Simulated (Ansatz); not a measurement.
TiN (rock salt): values from a third-order Birch-Murnaghan fit to a volume scan beside measured ones. Computed values: r2SCAN (plane waves to 500 eV, PAW, scalar-relativistic; Ansatz, a quantum-chemistry and plane-wave program). TiN is run without spin polarisation. TiN was relaxed with its symmetry unable to fall.

```tsv
quantity	reference	kind
Lattice constant a (Å)	4.239	measured, room temperature or unstated
Bulk modulus B₀ (GPa)	288	measured, room temperature or unstated
```

References as given in: Guo-Xu Zhang, Anthony M Reilly, Alexandre Tkatchenko et al., New Journal of Physics (2018), doi:10.1088/1367-2630/aac7f0; V. Krasnenko, M.G. Brik, Solid State Sciences (2013), arXiv:1306.3139. Values not taken to low temperature hold thermal and zero-point shifts that a static calculation lacks, so small differences there are no errors of the method.

Task: Estimate the r2SCAN values and the sign and size of each difference.

Result: 
```json
[
 {"quantity": "Lattice constant a (Å)", "r2SCAN": "4.233", "difference": "-0.2 %"},
 {"quantity": "Bulk modulus B₀ (GPa)", "r2SCAN": "295", "difference": "+2.6 %"}
]
```



(Under strain, the slope of the energy per volume gives the stress and its curvature an elastic modulus.)
